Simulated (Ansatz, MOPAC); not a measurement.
System: aziridine, C2H5N, charge 0, multiplicity 1. SMILES: C1CN1

Atoms: C1, N2, C3, H4, H5, H6, H7, H8. Bonds: C1-N2, C1-C3, C1-H5, C1-H7, N2-C3, N2-H4, C3-H6, C3-H8.

Bond lengths (Å) and angles (degrees) optimised at AM1 with MOPAC; HF/6-31G* with Ansatz (an electronic-structure program); B3LYP/LANL2DZ with Ansatz, each started from the B3LYP-D3(BJ)/def2-TZVP structure (Ansatz) of the last column. A row stands for all coordinates that are equal there; 10 of 13 kinds are shown. 6-31G* holds six Cartesian d functions. No wavenumbers were computed at B3LYP/LANL2DZ, so these may be saddle points.

| coordinate | AM1 | HF/6-31G* | B3LYP/LANL2DZ | B3LYP-D3(BJ)/def2-TZVP |
|---|---|---|---|---|
| C1-N2 | 1.455 | 1.449 | 1.510 | 1.469 |
| C1-C3 | 1.495 | 1.471 | 1.515 | 1.479 |
| C1-H5 | 1.109 | 1.075 | 1.086 | 1.083 |
| C1-H7 | 1.110 | 1.077 | 1.089 | 1.084 |
| N2-H4 | 1.002 | 1.001 | 1.027 | 1.014 |
| N2-C1-C3 | 59.1 | 59.5 | 59.9 | 59.8 |
| C1-N2-C3 | 61.9 | 61.0 | 60.2 | 60.5 |
| N2-C1-H5 | 115.2 | 115.1 | 114.6 | 114.8 |
| N2-C1-H7 | 120.8 | 118.6 | 119.1 | 118.7 |
| C3-C1-H5 | 120.9 | 120.3 | 119.6 | 119.9 |

Mean signed difference of all 8 bond lengths from B3LYP-D3(BJ)/def2-TZVP: AM1 0.010 Å, HF/6-31G* -0.011 Å, B3LYP/LANL2DZ 0.018 Å.
